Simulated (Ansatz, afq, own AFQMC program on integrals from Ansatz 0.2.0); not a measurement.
**GeH2, singlet in cc-pVDZ, levels against full CI**

```xyz
3

Ge    0.0000   -0.0319   -0.0016
H     0.0000    1.0890   -1.1351
H     0.0000    1.2091    1.2534
```

Basis cc-pVDZ. Noble-gas cores (and the filled d shells of Ga–Kr and In–Xe) are frozen. Ansatz 0.2.0 and our own AFQMC program on the same integrals; the CISD trial comes from CCSD amplitudes, and released means the phaseless constraint is let go. Error bars are statistical, one sigma. No spin–orbit coupling.

Determinant: UHF, the one that the program's search chose, which needn't be the lowest solution. The geometry is a point of a scan.

Full CI on the same integrals is exact in this basis and with this determinant's frozen core.

Cautions: no relativity below Rb; no spin-orbit coupling; inner d shell frozen; an unrestricted solution with more broken spin lies lower (17 meV, ⟨S²⟩ 0.18), while this determinant keeps restricted orbitals.

The T1 diagnostic is 0.0143, the weight of the determinant in the CISD state is 0.912 and the ⟨S²⟩ of the determinant is 0.000. The size of the correlated space is 6 electrons in 23 orbitals.

Reference: full CI, correlation energy -3.110 eV. The released energy is read at 2.40 1/Eh (meV from the phaseless value at times in 1/Eh: -1.6 ± 1.3 at 0.24, -2.9 ± 1.2 at 0.51, -4.5 ± 1.0 at 0.99, -4.1 ± 1.3 at 1.62, -3.3 ± 0.9 at 2.40).

```tsv
level	E − E(reference) (kJ/mol)	share of correlation (%)
HF	300.0	0.00
MP2	78.8	73.72
CCSD	7.4	97.54
CCSD(T)	1.7	99.42
CCSDT	0.3	99.91
CCSDT(Q)	0.1	99.98
CCSDTQ	0.0	100.00
ph-AFQMC/HF	-0.3 ± 2.0	100.11
ph-AFQMC/CISD	0.4 ± 0.1	99.88
released AFQMC	0.0 ± 0.09	99.99
```

CCSDT and higher add their correlation energy to the determinant of the CCSD(T) run, since their own runs factorise the integrals more tightly (a shift of under 2 meV). A walk keeps the symmetry of its determinant, which the program's search chose and which needn't be the lowest solution, so a lower state of the same spin and another symmetry isn't excluded. Released energies are given only where the last usable release times agree within the noise; a slower fall can still hide under it.
